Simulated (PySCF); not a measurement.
Magnesium: a sound run and one with changed settings

Sound run: Mg [Ne] 3s2, Mg⁺ [Ne] 3s1. Calculation: PySCF 2.14, in cc-pVDZ-DK (4s3p1d, 18 functions); the spin-free X2C one-electron Hamiltonian (Gaussian nucleus). The sound run starts from symmetry-adapted Hartree-Fock orbitals and uses a fine grid where one is needed.

Changed run: 26 angular points. This setting is unsound on purpose.

```tsv
species	method	sound run (hartree)	changed run (hartree)	converged
Mg	UHF	-199.91418	-199.91418	yes
Mg	M06-L	-200.35742	-200.35742	yes
Mg	MN15	-200.34180	-200.34180	yes
Mg⁺	UHF	-199.67040	-199.67040	yes
Mg⁺	M06-L	-200.08003	-200.08003	yes
Mg⁺	MN15	-200.06096	-200.06096	yes
```

Ionisation energy of Mg:

```csv
method,sound run (eV),changed run (eV)
UHF,6.634,6.634
M06-L,7.548,7.548
MN15,7.642,7.642
```

Here the setting changes nothing at the digits shown.

For comparison, NIST gives 7.646 eV between the lowest levels.
